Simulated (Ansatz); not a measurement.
**SiH5 (doublet): B2PLYP, RPA-PBE over a scan of the distance H1–H2 along a hydrogen transfer, cc-pVTZ**

Aim: run SiH5 (doublet) with these functionals over a scan of the distance H1–H2 along a hydrogen transfer, and hold them against the top wave-function level at the same points.

Method: cc-pVTZ, all electrons in the functionals, frozen cores in the correlation of double hybrids and RPA; program: Ansatz 0.2.0, Gaussian basis.

To be run: B2PLYP, RPA-PBE, at 0.745 Å; 0.830 Å; 1.000 Å; 1.171 Å; 1.341 Å.

## (1) What is computed

The geometry derives from fragments relaxed apart (PBE0/def2-TZVP) and kept rigid, so it is no stationary point. A hydrogen atom is moved between rigid fragments.

6 atoms, charge 0, spin multiplicity 2.

Atoms are counted from 1 here; the program's logs count them from 0.

Bond lengths: H1–H2 0.745 Å, Si3–H4 1.486 Å, Si3–H5 1.486 Å, Si3–H6 1.486 Å. Angles: H4–Si3–H5 111.3°, H4–Si3–H6 111.3°, H5–Si3–H6 111.3°.

Coordinates:

```
atom    x (Å)    y (Å)    z (Å)
  H1  -2.6755   0.0000   0.0000
  H2  -1.9305   0.0000   0.0000
 Si3   0.1055   0.0000   0.0000
  H4   0.5555  -1.4163   0.0000
  H5   0.5555   0.7081  -1.2265
  H6   0.5555   0.7081   1.2265
```

No dispersion term is added.

The geometry shown and the zero of energy belong to the point 0.745 Å. The yardstick, UCCSDT(Q), and other wave-function levels (R restricted, U unrestricted, valence and pair active spaces) come from earlier runs.

## (2) B2PLYP, 0.745 Å

Contents of in.yaml:

```yaml
crystal:
  periodic: [false, false, false]
  atoms:
    - {symbol: H, position_ang: [-2.675503, 0.000000, -0.000001]}
    - {symbol: H, position_ang: [-1.930503, 0.000000, -0.000001]}
    - {symbol: Si, position_ang: [0.105497, 0.000000, 0.000000]}
    - {symbol: H, position_ang: [0.555471, -1.416253, 0.000000]}
    - {symbol: H, position_ang: [0.555471, 0.708126, -1.226511]}
    - {symbol: H, position_ang: [0.555470, 0.708127, 1.226511]}
basis:
  gaussian: {orbitals: cc-pVTZ}
magnetization: {spin_polarized: true, initial_magnetization: 1}
hamiltonian: {xc: {name: B2PLYP}}
correlation: {electrons: outside_noble_gas}
```

Started as:

```console
$ ansatz run in.yaml --threads 2 --pin off --events-out ev --progress --plain --max-ram 24576MiB --backend cuda --devices 0, --max-vram 18GiB
```

Standard output:

```text
Functional definition: B2PLYP
  name "B2PLYP"
  cite "Grimme, J. Chem. Phys. 124, 034108 (2006) doi:10.1063/1.2148954"
  cite "Becke, Phys. Rev. A 38, 3098 (1988) doi:10.1103/PhysRevA.38.3098"
  cite "Lee, Yang & Parr, Phys. Rev. B 37, 785 (1988) doi:10.1103/PhysRevB.37.785"
  parameter a = 0.53
  parameter c = 0.27
  exchange = (1 - a)*b88_x + a*exact_x
  correlation = (1 - c)*lyp_c + c*(mp2_os + mp2_ss)
570 factors; integrals over basis functions are off by at most 1.2e-3 eV
mean field evaluation 1: about -7951.3419 eV, gradient 5.3e0 eV
mean field evaluation 2: about -7951.3796 eV, gradient 5.3e0 eV
mean field evaluation 4: about -7951.6299 eV, gradient 3.9e-1 eV
mean field evaluation 8: about -7951.6324 eV, gradient 4.3e-2 eV
mean field evaluation 16: about -7951.6325 eV, gradient 1.1e-5 eV
mean field -7951.63248618 eV, -292.2171040570 hartree, gradient 3.7e-6 eV, S^2 0.756485; 0 other end points of the search recorded, 0 dependent functions left out
5 core orbitals not correlated: weight in the atoms' cores, before any rotation towards them, 1.000 or more for the frozen orbitals, at most 0.000 for the correlated occupied ones
reference -7951.63263838 eV, -292.2171096503 hartree; 5, 4 occupied and 94, 95 virtual orbitals, 570 factors
second order -5.19693613 eV of doubles, -0.00000000 eV of singles
Total energy: -7953.03581113 eV, -292.2686752979 hartree
```

Wall time 7 s (1 × H100 (card shared with other runs) with 2 threads of AMD EPYC 7R13, shared host); peak host memory 0.77 GiB.

From the report: ⟨S²⟩ of the determinant 0.756 (pure doublet: 0.75).

## (3) B2PLYP, 0.830 Å

Contents of in.yaml:

```yaml
crystal:
  periodic: [false, false, false]
  atoms:
    - {symbol: H, position_ang: [-2.678089, 0.000000, -0.000001]}
    - {symbol: H, position_ang: [-1.848089, 0.000000, -0.000001]}
    - {symbol: Si, position_ang: [0.102911, 0.000000, 0.000000]}
    - {symbol: H, position_ang: [0.552884, -1.416253, 0.000000]}
    - {symbol: H, position_ang: [0.552885, 0.708126, -1.226511]}
    - {symbol: H, position_ang: [0.552884, 0.708127, 1.226511]}
basis:
  gaussian: {orbitals: cc-pVTZ}
magnetization: {spin_polarized: true, initial_magnetization: 1}
hamiltonian: {xc: {name: B2PLYP}}
correlation: {electrons: outside_noble_gas}
```

Same command.

Standard output, cut to the lines that bear on the results:

```text
Functional definition: B2PLYP
  name "B2PLYP"
  cite "Grimme, J. Chem. Phys. 124, 034108 (2006) doi:10.1063/1.2148954"
  cite "Becke, Phys. Rev. A 38, 3098 (1988) doi:10.1103/PhysRevA.38.3098"
  cite "Lee, Yang & Parr, Phys. Rev. B 37, 785 (1988) doi:10.1103/PhysRevB.37.785"
[...]
573 factors; integrals over basis functions are off by at most 1.2e-3 eV
[...]
mean field -7951.56732414 eV, -292.2147093961 hartree, gradient 7.1e-6 eV, S^2 0.759752; 0 other end points of the search recorded, 0 dependent functions left out
5 core orbitals not correlated: weight in the atoms' cores, before any rotation towards them, 1.000 or more for the frozen orbitals, at most 0.000 for the correlated occupied ones
reference -7951.56747192 eV, -292.2147148270 hartree; 5, 4 occupied and 94, 95 virtual orbitals, 573 factors
second order -5.23766119 eV of doubles, -0.00000000 eV of singles
Total energy: -7952.98164044 eV, -292.2666845615 hartree
```

Wall time 7.5 s (1 × H100 (card shared with other runs) with 2 threads of AMD EPYC 7R13, shared host); peak host memory 0.76 GiB.

From the report: ⟨S²⟩ of the determinant 0.760 (pure doublet: 0.75).

From 0.745 Å: +1.2 kcal/mol.

## (4) B2PLYP, 1.000 Å

Contents of in.yaml:

```yaml
crystal:
  periodic: [false, false, false]
  atoms:
    - {symbol: H, position_ang: [-2.683262, 0.000000, -0.000001]}
    - {symbol: H, position_ang: [-1.683262, 0.000000, -0.000001]}
    - {symbol: Si, position_ang: [0.097738, 0.000000, 0.000000]}
    - {symbol: H, position_ang: [0.547712, -1.416253, 0.000000]}
    - {symbol: H, position_ang: [0.547712, 0.708126, -1.226511]}
    - {symbol: H, position_ang: [0.547711, 0.708127, 1.226511]}
basis:
  gaussian: {orbitals: cc-pVTZ}
magnetization: {spin_polarized: true, initial_magnetization: 1}
hamiltonian: {xc: {name: B2PLYP}}
correlation: {electrons: outside_noble_gas}
```

The command is unchanged.

Standard output, cut to the lines that bear on the results:

```text
Functional definition: B2PLYP
  name "B2PLYP"
  cite "Grimme, J. Chem. Phys. 124, 034108 (2006) doi:10.1063/1.2148954"
  cite "Becke, Phys. Rev. A 38, 3098 (1988) doi:10.1103/PhysRevA.38.3098"
  cite "Lee, Yang & Parr, Phys. Rev. B 37, 785 (1988) doi:10.1103/PhysRevB.37.785"
[...]
577 factors; integrals over basis functions are off by at most 1.0e-3 eV
[...]
mean field -7951.31570719 eV, -292.2054626438 hartree, gradient 7.2e-6 eV, S^2 0.767109; 0 other end points of the search recorded, 0 dependent functions left out
5 core orbitals not correlated: weight in the atoms' cores, before any rotation towards them, 1.000 or more for the frozen orbitals, at most 0.000 for the correlated occupied ones
reference -7951.31585131 eV, -292.2054679402 hartree; 5, 4 occupied and 94, 95 virtual orbitals, 577 factors
second order -5.24391563 eV of doubles, -0.00000000 eV of singles
Total energy: -7952.73170853 eV, -292.2574997334 hartree
```

Wall time 8 s (1 × H100 (card shared with other runs) with 2 threads of AMD EPYC 7R13, shared host); peak host memory 0.77 GiB.

From the report: ⟨S²⟩ of the determinant 0.767 (pure doublet: 0.75).

From 0.745 Å: +7.0 kcal/mol.

## (5) B2PLYP, 1.171 Å

Contents of in.yaml:

```yaml
crystal:
  periodic: [false, false, false]
  atoms:
    - {symbol: H, position_ang: [-2.688465, 0.000000, -0.000002]}
    - {symbol: H, position_ang: [-1.517465, 0.000000, -0.000001]}
    - {symbol: Si, position_ang: [0.092535, 0.000000, 0.000000]}
    - {symbol: H, position_ang: [0.542508, -1.416253, 0.000001]}
    - {symbol: H, position_ang: [0.542509, 0.708126, -1.226511]}
    - {symbol: H, position_ang: [0.542508, 0.708127, 1.226511]}
basis:
  gaussian: {orbitals: cc-pVTZ}
magnetization: {spin_polarized: true, initial_magnetization: 1}
hamiltonian: {xc: {name: B2PLYP}}
correlation: {electrons: outside_noble_gas}
```

Launched as before.

Standard output, cut to the lines that bear on the results:

```text
Functional definition: B2PLYP
  name "B2PLYP"
  cite "Grimme, J. Chem. Phys. 124, 034108 (2006) doi:10.1063/1.2148954"
  cite "Becke, Phys. Rev. A 38, 3098 (1988) doi:10.1103/PhysRevA.38.3098"
  cite "Lee, Yang & Parr, Phys. Rev. B 37, 785 (1988) doi:10.1103/PhysRevB.37.785"
[...]
575 factors; integrals over basis functions are off by at most 1.1e-3 eV
[...]
mean field -7951.26371838 eV, -292.2035520902 hartree, gradient 3.5e-6 eV, S^2 0.762126; 0 other end points of the search recorded, 0 dependent functions left out
5 core orbitals not correlated: weight in the atoms' cores, before any rotation towards them, 1.000 or more for the frozen orbitals, at most 0.000 for the correlated occupied ones
reference -7951.26386351 eV, -292.2035574238 hartree; 5, 4 occupied and 94, 95 virtual orbitals, 575 factors
second order -5.13803628 eV of doubles, -0.00000000 eV of singles
Total energy: -7952.65113331 eV, -292.2545386484 hartree
```

Wall time 6.5 s (1 × H100 (card shared with other runs) with 2 threads of AMD EPYC 7R13, shared host); peak host memory 0.77 GiB.

From the report: ⟨S²⟩ of the determinant 0.762 (pure doublet: 0.75).

From 0.745 Å: +8.9 kcal/mol.

## (6) B2PLYP, 1.341 Å

Contents of in.yaml:

```yaml
crystal:
  periodic: [false, false, false]
  atoms:
    - {symbol: H, position_ang: [-2.693638, 0.000000, -0.000002]}
    - {symbol: H, position_ang: [-1.352638, 0.000000, -0.000001]}
    - {symbol: Si, position_ang: [0.087362, 0.000000, 0.000000]}
    - {symbol: H, position_ang: [0.537336, -1.416253, 0.000001]}
    - {symbol: H, position_ang: [0.537336, 0.708126, -1.226511]}
    - {symbol: H, position_ang: [0.537335, 0.708127, 1.226511]}
basis:
  gaussian: {orbitals: cc-pVTZ}
magnetization: {spin_polarized: true, initial_magnetization: 1}
hamiltonian: {xc: {name: B2PLYP}}
correlation: {electrons: outside_noble_gas}
```

Same command.

Standard output, cut to the lines that bear on the results:

```text
Functional definition: B2PLYP
  name "B2PLYP"
  cite "Grimme, J. Chem. Phys. 124, 034108 (2006) doi:10.1063/1.2148954"
  cite "Becke, Phys. Rev. A 38, 3098 (1988) doi:10.1103/PhysRevA.38.3098"
  cite "Lee, Yang & Parr, Phys. Rev. B 37, 785 (1988) doi:10.1103/PhysRevB.37.785"
[...]
573 factors; integrals over basis functions are off by at most 1.1e-3 eV
[...]
mean field -7951.23483707 eV, -292.2024907218 hartree, gradient 3.9e-6 eV, S^2 0.754970; 0 other end points of the search recorded, 0 dependent functions left out
5 core orbitals not correlated: weight in the atoms' cores, before any rotation towards them, 1.000 or more for the frozen orbitals, at most 0.000 for the correlated occupied ones
reference -7951.23498113 eV, -292.2024960159 hartree; 5, 4 occupied and 94, 95 virtual orbitals, 573 factors
second order -5.01311718 eV of doubles, -0.00000000 eV of singles
Total energy: -7952.58852277 eV, -292.2522377536 hartree
```

Run time: 7 s. Hardware: 1 × H100 (card shared with other runs) with 2 threads of AMD EPYC 7R13, shared host; peak host memory 0.77 GiB.

From the report: ⟨S²⟩ of the determinant 0.755 (pure doublet: 0.75).

From 0.745 Å: +10.3 kcal/mol.

## (7) RPA-PBE, 0.745 Å

Contents of in.yaml:

```yaml
crystal:
  periodic: [false, false, false]
  atoms:
    - {symbol: H, position_ang: [-2.675503, 0.000000, -0.000001]}
    - {symbol: H, position_ang: [-1.930503, 0.000000, -0.000001]}
    - {symbol: Si, position_ang: [0.105497, 0.000000, 0.000000]}
    - {symbol: H, position_ang: [0.555471, -1.416253, 0.000000]}
    - {symbol: H, position_ang: [0.555471, 0.708126, -1.226511]}
    - {symbol: H, position_ang: [0.555470, 0.708127, 1.226511]}
basis:
  gaussian: {orbitals: cc-pVTZ}
magnetization: {spin_polarized: true, initial_magnetization: 1}
hamiltonian: {xc: {name: PBE}}
correlation: {method: rpa, electrons: outside_noble_gas}
```

Same command.

Standard output, cut to the lines that bear on the results:

```text
Functional definition: PBE
  name "PBE"
  cite "Perdew, Burke & Ernzerhof, Phys. Rev. Lett. 77, 3865 (1996) doi:10.1103/PhysRevLett.77.3865"
  parent pbe
[...]
570 factors; integrals over basis functions are off by at most 1.2e-3 eV
[...]
mean field -7952.14737832 eV, -292.2360259941 hartree, gradient 4.5e-6 eV, S^2 0.753655; 0 other end points of the search recorded, 0 dependent functions left out
5 core orbitals not correlated: weight in the atoms' cores, before any rotation towards them, 1.000 or more for the frozen orbitals, at most 0.000 for the correlated occupied ones
reference -7938.42949468 eV, -291.7319030687 hartree; 5, 4 occupied and 94, 95 virtual orbitals, 570 factors
Total energy: -7947.92576492 eV, -292.0808845631 hartree
```

It took 8.5 s on 1 × H100 (card shared with other runs) with 2 threads of AMD EPYC 7R13, shared host; peak host memory 0.86 GiB.

From the report: ⟨S²⟩ of the determinant 0.754 (pure doublet: 0.75).

## (8) RPA-PBE, 0.830 Å

Contents of in.yaml:

```yaml
crystal:
  periodic: [false, false, false]
  atoms:
    - {symbol: H, position_ang: [-2.678089, 0.000000, -0.000001]}
    - {symbol: H, position_ang: [-1.848089, 0.000000, -0.000001]}
    - {symbol: Si, position_ang: [0.102911, 0.000000, 0.000000]}
    - {symbol: H, position_ang: [0.552884, -1.416253, 0.000000]}
    - {symbol: H, position_ang: [0.552885, 0.708126, -1.226511]}
    - {symbol: H, position_ang: [0.552884, 0.708127, 1.226511]}
basis:
  gaussian: {orbitals: cc-pVTZ}
magnetization: {spin_polarized: true, initial_magnetization: 1}
hamiltonian: {xc: {name: PBE}}
correlation: {method: rpa, electrons: outside_noble_gas}
```

Same command.

Standard output, cut to the lines that bear on the results:

```text
Functional definition: PBE
  name "PBE"
  cite "Perdew, Burke & Ernzerhof, Phys. Rev. Lett. 77, 3865 (1996) doi:10.1103/PhysRevLett.77.3865"
  parent pbe
[...]
573 factors; integrals over basis functions are off by at most 1.2e-3 eV
[...]
mean field -7952.14341232 eV, -292.2358802463 hartree, gradient 4.1e-6 eV, S^2 0.754313; 0 other end points of the search recorded, 0 dependent functions left out
5 core orbitals not correlated: weight in the atoms' cores, before any rotation towards them, 1.000 or more for the frozen orbitals, at most 0.000 for the correlated occupied ones
reference -7938.30799914 eV, -291.7274381899 hartree; 5, 4 occupied and 94, 95 virtual orbitals, 573 factors
Total energy: -7947.86071914 eV, -292.0784941750 hartree
```

Run time: 5.5 s. Hardware: 1 × H100 (card shared with other runs) with 2 threads of AMD EPYC 7R13, shared host; peak host memory 0.86 GiB.

From the report: ⟨S²⟩ of the determinant 0.754 (pure doublet: 0.75).

From 0.745 Å: +1.5 kcal/mol.

## (9) RPA-PBE, 1.000 Å

Contents of in.yaml:

```yaml
crystal:
  periodic: [false, false, false]
  atoms:
    - {symbol: H, position_ang: [-2.683262, 0.000000, -0.000001]}
    - {symbol: H, position_ang: [-1.683262, 0.000000, -0.000001]}
    - {symbol: Si, position_ang: [0.097738, 0.000000, 0.000000]}
    - {symbol: H, position_ang: [0.547712, -1.416253, 0.000000]}
    - {symbol: H, position_ang: [0.547712, 0.708126, -1.226511]}
    - {symbol: H, position_ang: [0.547711, 0.708127, 1.226511]}
basis:
  gaussian: {orbitals: cc-pVTZ}
magnetization: {spin_polarized: true, initial_magnetization: 1}
hamiltonian: {xc: {name: PBE}}
correlation: {method: rpa, electrons: outside_noble_gas}
```

Launched as before.

Standard output, cut to the lines that bear on the results:

```text
Functional definition: PBE
  name "PBE"
  cite "Perdew, Burke & Ernzerhof, Phys. Rev. Lett. 77, 3865 (1996) doi:10.1103/PhysRevLett.77.3865"
  parent pbe
[...]
577 factors; integrals over basis functions are off by at most 1.0e-3 eV
[...]
mean field -7951.94152229 eV, -292.2284609246 hartree, gradient 4.3e-6 eV, S^2 0.755923; 0 other end points of the search recorded, 0 dependent functions left out
5 core orbitals not correlated: weight in the atoms' cores, before any rotation towards them, 1.000 or more for the frozen orbitals, at most 0.000 for the correlated occupied ones
reference -7937.99173493 eV, -291.7158156948 hartree; 5, 4 occupied and 94, 95 virtual orbitals, 577 factors
Total energy: -7947.58705245 eV, -292.0684371094 hartree
```

Wall time 7.5 s (1 × H100 (card shared with other runs) with 2 threads of AMD EPYC 7R13, shared host); peak host memory 0.86 GiB.

From the report: ⟨S²⟩ of the determinant 0.756 (pure doublet: 0.75).

From 0.745 Å: +7.8 kcal/mol.

## (10) RPA-PBE, 1.171 Å

Contents of in.yaml:

```yaml
crystal:
  periodic: [false, false, false]
  atoms:
    - {symbol: H, position_ang: [-2.688465, 0.000000, -0.000002]}
    - {symbol: H, position_ang: [-1.517465, 0.000000, -0.000001]}
    - {symbol: Si, position_ang: [0.092535, 0.000000, 0.000000]}
    - {symbol: H, position_ang: [0.542508, -1.416253, 0.000001]}
    - {symbol: H, position_ang: [0.542509, 0.708126, -1.226511]}
    - {symbol: H, position_ang: [0.542508, 0.708127, 1.226511]}
basis:
  gaussian: {orbitals: cc-pVTZ}
magnetization: {spin_polarized: true, initial_magnetization: 1}
hamiltonian: {xc: {name: PBE}}
correlation: {method: rpa, electrons: outside_noble_gas}
```

The command is unchanged.

Standard output, cut to the lines that bear on the results:

```text
Functional definition: PBE
  name "PBE"
  cite "Perdew, Burke & Ernzerhof, Phys. Rev. Lett. 77, 3865 (1996) doi:10.1103/PhysRevLett.77.3865"
  parent pbe
[...]
575 factors; integrals over basis functions are off by at most 1.1e-3 eV
[...]
mean field -7951.79900521 eV, -292.2232235186 hartree, gradient 7.1e-6 eV, S^2 0.754982; 0 other end points of the search recorded, 0 dependent functions left out
5 core orbitals not correlated: weight in the atoms' cores, before any rotation towards them, 1.000 or more for the frozen orbitals, at most 0.000 for the correlated occupied ones
reference -7938.00818616 eV, -291.7164202663 hartree; 5, 4 occupied and 94, 95 virtual orbitals, 575 factors
Total energy: -7947.48594915 eV, -292.0647216318 hartree
```

It took 10 s on 1 × H100 (card shared with other runs) with 2 threads of AMD EPYC 7R13, shared host; peak host memory 0.86 GiB.

From the report: ⟨S²⟩ of the determinant 0.755 (pure doublet: 0.75).

From 0.745 Å: +10.1 kcal/mol.

## (11) RPA-PBE, 1.341 Å

Contents of in.yaml:

```yaml
crystal:
  periodic: [false, false, false]
  atoms:
    - {symbol: H, position_ang: [-2.693638, 0.000000, -0.000002]}
    - {symbol: H, position_ang: [-1.352638, 0.000000, -0.000001]}
    - {symbol: Si, position_ang: [0.087362, 0.000000, 0.000000]}
    - {symbol: H, position_ang: [0.537336, -1.416253, 0.000001]}
    - {symbol: H, position_ang: [0.537336, 0.708126, -1.226511]}
    - {symbol: H, position_ang: [0.537335, 0.708127, 1.226511]}
basis:
  gaussian: {orbitals: cc-pVTZ}
magnetization: {spin_polarized: true, initial_magnetization: 1}
hamiltonian: {xc: {name: PBE}}
correlation: {method: rpa, electrons: outside_noble_gas}
```

Same command.

Standard output, cut to the lines that bear on the results:

```text
Functional definition: PBE
  name "PBE"
  cite "Perdew, Burke & Ernzerhof, Phys. Rev. Lett. 77, 3865 (1996) doi:10.1103/PhysRevLett.77.3865"
  parent pbe
[...]
573 factors; integrals over basis functions are off by at most 1.1e-3 eV
[...]
mean field -7951.62809904 eV, -292.2169428325 hartree, gradient 6.7e-6 eV, S^2 0.752641; 0 other end points of the search recorded, 0 dependent functions left out
5 core orbitals not correlated: weight in the atoms' cores, before any rotation towards them, 1.000 or more for the frozen orbitals, at most 0.000 for the correlated occupied ones
reference -7938.12570135 eV, -291.7207388698 hartree; 5, 4 occupied and 94, 95 virtual orbitals, 573 factors
Total energy: -7947.42794498 eV, -292.0625900180 hartree
```

It took 9.5 s on 1 × H100 (card shared with other runs) with 2 threads of AMD EPYC 7R13, shared host; peak host memory 0.86 GiB.

From the report: ⟨S²⟩ of the determinant 0.753 (pure doublet: 0.75).

From 0.745 Å: +11.5 kcal/mol.

## (12) Against the wave-function levels

The yardstick is UCCSDT(Q), where the cluster series has nearly closed. It comes from earlier runs at the same points. Energies in kcal/mol, counted from 0.745 Å; blanks weren't run or aren't comparable.

```
    level  0.745 Å  0.830 Å  1.000 Å  1.171 Å  1.341 Å
UCCSDT(Q)      0.0      1.5      7.6      9.4     10.4
   B2PLYP      0.0      1.2      7.0      8.9     10.3
  RPA-PBE      0.0      1.5      7.8     10.1     11.5
```

Largest miss and mean time a point (UCCSDT(Q) took 37 s a point; shared hosts):

```
  level  largest miss (kcal/mol)    where  time a point
 B2PLYP                     -0.6  1.000 Å         7.2 s
RPA-PBE                     +1.1  1.341 Å         8.2 s
```

## (13) What came out

| quantity | value |
| --- | --- |
| span of the UCCSDT(Q) curve | 10.4 kcal/mol |
| largest miss, B2PLYP | -0.6 kcal/mol (1.000 Å) |
| largest miss, RPA-PBE | +1.1 kcal/mol (1.341 Å) |

What this shows: Of the functionals, B2PLYP keep the smallest largest miss at the points compared (at most 0.6 kcal/mol) and RPA-PBE strays most (1.1 kcal/mol, at 1.341 Å). Functionals and the yardstick converge differently with the basis, so part of each miss in cc-pVTZ is the basis.
